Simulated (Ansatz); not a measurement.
```yaml
crystal:
  periodic: [false, false, false]
  atoms:
    - {symbol: Ti, position_ang: [0.000000, 0.000000, 0.000000]}
    - {symbol: Cl, position_ang: [0.000000, 0.000000, 2.470000]}
basis:
  gaussian: {orbitals: def2-TZVP}
magnetization: {spin_polarized: true, initial_magnetization: 3}
hamiltonian: {xc: pbe0}
relax: {f_tol: 0.004, max_steps: 80}
```

```sh
$ ansatz run in.yaml --threads 1 --pin off --events-out ev --progress --plain --max-ram 2176MiB
```

Steps of the relaxation (energy above the last step; positions in Å, forces in eV/Å):

```
2
step 1, 233.1 meV
Ti    0.000    0.000    0.000    0.000    0.000    1.791
Cl    0.000    0.000    2.470    0.000    0.000   -1.791
```

```
2
step 2, 10.3 meV
Ti    0.000    0.000    0.131    0.000    0.000   -0.539
Cl    0.000    0.000    2.339    0.000    0.000    0.539
```

```
2
step 3, 0.1 meV
Ti    0.000    0.000    0.110    0.000    0.000    0.036
Cl    0.000    0.000    2.360    0.000    0.000   -0.036
```

```
2
step 4, 0.0 meV
Ti    0.000    0.000    0.111    0.000    0.000    0.001
Cl    0.000    0.000    2.359    0.000    0.000   -0.001
```

Close pairs at the end: Ti1–Cl2 2.247 Å.

A stationary point of unrestricted PBE0 after 4 steps, with ⟨S²⟩ = 3.756 against 3.75 for a pure state. 51 s on 1 thread of Arm Neoverse V1, shared host.
